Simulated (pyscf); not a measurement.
Structures and frequencies: ωB97X-D3(BJ)/def2-SVP in PySCF.

Task: Estimate by transition-state theory the rate constant of H₃Si–O–SiH₂–O–SiH₃ (SMILES [SiH3]O[SiH2]O[SiH3]) + HF (SMILES F) → F–SiH₂–O–SiH₃ (SMILES F[SiH2]O[SiH3]) + HO–SiH₃ (SMILES O[SiH3]) (singlet surface; O–Si, F–H broken, F–Si, H–O formed) at 298 K, with ωB97M-D3(BJ)/def2-TZVP energies (ideal gas, 1 atm, RRHO with modes under 100 cm⁻¹ raised to 100, one conformer, R ln 2 for rigid chiral ones; no tunnelling).

Result: The electronic barrier is 17.3 kcal/mol and the thermal terms add +11.2, so ΔG‡ = 28.5 kcal/mol. With k_BT/h = 6.21e+12 s⁻¹ and RT = 0.592 kcal/mol, and a volume of 4.06e-20 cm³ per molecule at 1 atm, k = 3.1e-28 cm³ molecule⁻¹ s⁻¹. Wigner's tunnelling factor for 539i cm⁻¹ would be 1.28. A shift of 1 kcal/mol in the barrier changes k by a factor 5.4. On the reactant side the descent ends in a complex, 6.8 kcal/mol under the separated species and 24.7 kcal/mol under the saddle at ωB97X-D3(BJ)/def2-TZVP. On the product side the descent ends in a complex (not fully relaxed), 4.9 kcal/mol under the separated species and 27.4 kcal/mol under the saddle at ωB97X-D3(BJ)/def2-TZVP. This is the saddle that the search found; another between the same sides may lie lower.
